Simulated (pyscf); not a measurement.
This saddle point was located with ωB97X-D3(BJ)/def2-SVP in PySCF.

```
Si
F 1 1.6210
O 1 1.6759 2 111.43
H 3 1.3946 1 108.98 2 72.13
H 4 0.8313 3 158.54 1 3.35
H 1 1.4808 2 106.83 3 122.55
H 1 1.4822 6 114.22 2 -120.80
```
Charge 0, spin multiplicity 2.

Surface: doublet, charge 0. Lowest wavenumbers (cm⁻¹): 929i, 141, 275, 334, 543.

### Question
Name the species on either side of this saddle.

### Answer
HO–SiH₂–F (SMILES O[SiH2]F) + H• (SMILES [H]) <-> •O–SiH₂–F (SMILES [O][SiH2]F) + H₂ (SMILES [H][H]), a hydrogen abstraction read from left to right: H–O broken and H–H formed. At ωB97M-D3(BJ)/def2-TZVP it lies +0.87 eV from the left side and +0.19 eV from the right (each side as separated species at their lowest minima found). The same reactants have a lower exit, to HO–SiH•–F + H₂ (barrier +0.30 eV at ωB97M-D3(BJ)/def2-TZVP, against +0.87 eV here). •O–SiH₂–F lies 1.01 eV over its isomer HO–SiH•–F (electronic energy, ωB97M-D3(BJ)/def2-TZVP). This is the saddle that the search found; another between the same sides may lie lower. The angle at the transferred H is 159°.
